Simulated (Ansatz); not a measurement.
# 2H MoS2

Calculation: HSE06-D3(BJ) in Ansatz (PAW).

Cell: relaxed at this level.

For 2H MoS2, the interlayer binding energy is 48.0 meV/Å² and the layer repeat distance comes out as 5.952 Å. The gap between the layers is 2.851 Å.

Measured, for comparison: interlayer binding energy 34.3 ± 8 meV/Å² (temperature not stated, no zero-point or thermal correction, bulk; as tabulated in Ning et al. (2022), arXiv:2204.11717). Computed (rounded) less measured: interlayer binding energy +40 %.

The result took very roughly 24 core-minutes.

Ansatz is a first-principles code.
